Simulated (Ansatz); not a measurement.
# PHF2 (SMILES FPF): methods side by side

The species is PHF2 (4 atoms), meant as a singlet with charge 0. SMILES: `FPF`. Geometry: relaxed at GFN2-xTB.

```xyz
4

F     1.2007    0.6039   -0.2440
P    -0.0208   -0.4330   -0.4600
F    -1.1772    0.6655   -0.1956
H    -0.0027   -0.8363    0.8997
```

Quantity: the energy change with the F1–P2 bond stretched from 1.617 to 3.233 Å, in eV. The values are calculated.

```csv
level,kind,program,value (eV),less FCI/STO-3G,CPU time (all runs)
HF/STO-3G (restricted),Hartree–Fock,Ansatz,8.76,+6.01,0.25 s
SVWN5/STO-3G (restricted),LDA,Ansatz,5.39,+2.64,1.4 s
BLYP/STO-3G (restricted),GGA,Ansatz,4.74,+1.99,2.1 s
r2SCAN/STO-3G (restricted),meta-GGA,Ansatz,5.22,+2.47,5.7 s
BHLYP/STO-3G (restricted),global hybrid,Ansatz,6.97,+4.22,2.2 s
HSE06/STO-3G (restricted),range-separated hybrid,Ansatz,5.87,+3.12,2.8 s
wB97X/STO-3G (restricted),range-separated hybrid,Ansatz,6.61,+3.86,8.8 s
CCSDT(Q)/STO-3G (restricted),coupled cluster or CI,Ansatz,2.75,0.00,1.2 s
CCSDTQ/STO-3G (restricted),coupled cluster or CI,Ansatz,2.75,0.00,33 s
FCI/STO-3G,exact in the basis,Ansatz,2.75,0.00,1.2 s
```

FCI/STO-3G is exact within its basis and frozen core, so for wave-function methods in that basis the difference is their error; functionals converge differently with the basis, so for them it is only a difference. A spin-restricted reference rises too steeply as a bond breaks; here HF/STO-3G, SVWN5/STO-3G, BLYP/STO-3G, r2SCAN/STO-3G, BHLYP/STO-3G, HSE06/STO-3G, wB97X/STO-3G lie well above the multireference or unrestricted value. The first shape isn't each level's own minimum. The values span 2.75 to 8.76 eV. All rows use very small basis sets, so none should be taken for the real molecule's value. In so small a basis fixed costs decide the times, and correlated methods can beat functionals. CPU times are rough (shared hosts, several kinds of processor and program).
